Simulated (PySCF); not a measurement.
## How methods differ on the ionisation energy of F

F [He] 2s2 2p5 (2P) → F⁺ [He] 2s2 2p4 (3P), as a difference of total energies. Computed with PySCF 2.14 in x2c-QZVPPall with one added diffuse shell each of s, p, d, f type (8s5p4d3f1g, 73 functions), with scalar relativity by spin-free X2C-1e. Correlated levels: valence and next inner shell: nothing frozen. The calculations carry no spin-orbit coupling.

| method | ionisation energy (eV) |
| --- | --- |
| UHF | 15.638 |
| MP2 (valence and next inner shell) | 17.372 |
| SCS-MP2 (valence and next inner shell) | 17.369 |
| CCSD (valence and next inner shell) | 17.261 |
| CCSD(T) (valence and next inner shell) | 17.324 |

Problem. How much does correlation contribute at CCSD(T) (valence and next inner shell)?

Solution. 17.324 − (15.638) = 1.686 eV, measured against UHF.

Errors of the correlated levels include the incompleteness of this basis.

For comparison: 17.427 eV (measured; NIST levels, between the centres of gravity of the two terms).
